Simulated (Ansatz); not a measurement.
**How well does each level of theory give the work function of the (111) face of bcc Nb?**

Reference value: 4.08 eV (measured, temperature not stated; as tabulated in Tran et al. (2019), arXiv:1902.07811).

What do LDA, PBEsol, r²SCAN give, and how far is each from the reference?


| level (code) | value (eV) | difference (eV) |
|---|---|---|
| LDA (Ansatz) | 4.13 | +0.050 |
| PBEsol (Ansatz) | 3.92 | -0.16 |
| r²SCAN (Ansatz) | 3.83 | -0.25 |

Once the reference is moved by up to 0.10 eV (a margin picked here for doubts on the reference and the settings, and for temperature and zero-point motion) and values within 0.033 eV count as equal, the nearest can be LDA (+0.050 eV) or PBEsol (-0.16 eV).

Computed faces are unreconstructed. Each level is taken at its own relaxed cell. Ansatz's density-functional and Hartree–Fock values are scalar-relativistic unless marked +SOC, with PAW data made under PBE.

Differences are worked out from the printed values.

Ansatz is a first-principles code.
